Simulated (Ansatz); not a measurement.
Basis-set extrapolation for C₃H₆O₃, SMILES `O=COCCO` (PBE0-D4/def2-TZVP geometry, frozen core, Ansatz 0.2.0). Multiplicity 1, RHF reference.

|  | def2-TZVPP | def2-QZVPP |
| --- | --- | --- |
| HF | -341.827848 | -341.843651 |
| MP2 correlation | -1.199855 | -1.289164 |
| CCSD(T) correlation | -1.274976 | not run |

Energies in hartree. Use E(X) = E(∞) + A·exp(−7.88·√X) for Hartree–Fock and E(X) = E(∞) + B·X^(−2.97) for correlation, with X = 3 and 4, and add CCSD(T) minus MP2 of the smaller set to the MP2 limit.

What is the CCSD(T) energy at the basis-set limit?

HF limit: -341.843651 + (-0.015803) × 0.13774 = -341.84583. MP2 limit: -1.289164 + (-0.089309) × 0.74074 = -1.35532. Higher-order term: -1.274976 − (-1.199855) = -0.07512. Total: -343.27627 hartree, 455.4 kJ/mol below CCSD(T)/def2-TZVPP.
